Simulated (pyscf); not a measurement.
Single points on ωB97X-D3(BJ)/def2-SVP structures (PySCF, gas phase). Correlated levels are frozen-core, on RHF or UHF. ΔMP2 is the change of the MP2 total energy from the triple- to the quadruple-zeta basis.

### Question
Estimate the classical barrier height and the reaction energy of H₂N–SiH(NH₂)–NH₂ → HN=SiH–NH₂ + ammonia (NH₃) at CCSD(T)/def2-TZVPP + ΔMP2(QZVPP). The step runs on the singlet surface, breaks H–N, N–Si and forms H–N; take the reactant's lowest minimum found as zero.

### Answer
ΔE‡ = 2.22 eV, ΔE = +2.75 eV. Zero-point energy shifts the barrier by -0.09 eV. It is an elimination, with an imaginary mode of 1109i cm⁻¹. On the product side the descent ends in an adduct with a N–Si contact, 0.91 eV under the separated species and 0.27 eV under the saddle at ωB97X-D3(BJ)/def2-TZVP. At CCSD(T) the saddle lies under the separated products, which points to a path from their complex (located at ωB97X-D3(BJ) alone), and parting the products costs more than the saddle. What is counted as broken (N–Si) persists as a longer contact in the product adduct; parting that adduct is a step of its own. HN=SiH–NH₂ lies 0.90 eV over its isomer H₂N–Si:–NH₂ [singlet] (electronic energy, ωB97M-D3(BJ)/def2-TZVP). One saddle was located; it need not be the lowest between these sides. The CCSD(T) − MP2 part came from Ansatz, without density fitting, on the same reference.
